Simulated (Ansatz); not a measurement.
Ansatz (a first-principles code) input:

Ansatz 0.2 input:
```yaml
crystal:
  periodic: [false, false, false]
  atoms:
    - {symbol: C, position_ang: [-0.00148074, 0.16623303, 0.89420322]}
    - {symbol: C, position_ang: [-0.01175306, 0.19960061, -0.40697291]}
    - {symbol: F, position_ang: [-0.00540772, -0.79475633, 1.77405226]}
    - {symbol: F, position_ang: [-0.00422039, 1.31592373, -1.11076188]}
    - {symbol: F, position_ang: [-0.03223930, -0.86078707, -1.23198800]}
basis:
  gaussian:
    orbitals: def2-TZVP
hamiltonian:
  xc: b3lyp
  dispersion: d3bj
magnetization: {spin_polarized: true, initial_magnetization: 1}
relax: {f_tol: 0.002, max_steps: 150}
```

Q: What final total energy does it print?

A: -375.76392 Eh (B3LYP-D3(BJ)/def2-TZVP). The basis has 155 functions.

It need not be the lowest isomer of its formula.
